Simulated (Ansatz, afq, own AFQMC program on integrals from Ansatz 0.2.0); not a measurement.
# ZnH2O, triplet: AFQMC among the cluster methods

```xyz
4

Zn    0.0072    0.0036    0.3314
O    -0.0463    0.1223   -1.2131
H     0.4469   -0.5372   -1.7129
H    -0.1772   -1.6405   -0.5367
```

Connectivity, by distances: ZnH–OH.

Basis def2-SVP. Noble-gas cores (and the filled d shells of Ga–Kr and In–Xe) are frozen. Integrals, coupled cluster, full CI and functionals: Ansatz 0.2.0; the random walks run on the same integrals in our own AFQMC program. The CISD trial takes its coefficients from CCSD amplitudes. Released means that phaseless walkers are propagated on without the constraint, phases kept. ± is one standard error of the sampling. The metal's outer-core s and p shells are frozen, which shifts wave-function levels against functionals.

Determinant: UHF, the one that the program's search chose, which needn't be the lowest solution. The geometry is a point of a scan.

No full CI on the walks' own integrals is used here. The released AFQMC energy serves as the reference, which it does only where one determinant dominates, the energy is flat over the last release times and near the phaseless one (40 meV or 2 meV an electron, half that with transition metals). On small molecules, where full CI could be run and the noise was under 10 meV, such values lay within 10 meV of it in 19 cases of 20, a flattering rate, since the rule was set on those same cases; what remains of the bias isn't in the error bar.

Cautions: no relativity below Rb; outer-core shells of the metal frozen; lower spins were not checked; higher spins were not checked; the released value is read at 1.50 1/Eh (meV from the phaseless value at times in 1/Eh: -7 ± 7 at 0.24, -10 ± 7 at 0.51, -18 ± 8 at 0.99, -14 ± 9 at 1.50); released reference can be 30 meV off for metals.

* T1 diagnostic: 0.0203
* weight of the determinant in the CISD state: 0.888
* ⟨S²⟩ of the determinant: 2.014
* size of the correlated space: 20 electrons in 45 orbitals

Reference: AFQMC with the constraint released, correlation energy -13.315 ± 0.009 eV.

| level | E − E(reference) (meV) | share of correlation (%) |
| --- | --- | --- |
| HF | 13315.4 ± 9.4 | 0.00 |
| MP2 | -70.7 ± 9.4 | 100.53 |
| CCSD | 339.5 ± 9.4 | 97.45 |
| CCSD(T) | 1.5 ± 9.4 | 99.99 |
| ph-AFQMC/HF | -78.5 ± 37.6 | 100.59 |
| ph-AFQMC/CISD | 14.2 ± 10.8 | 99.89 |

Released energies are given only where the last usable release times agree within the noise; a slower fall can still hide under it.
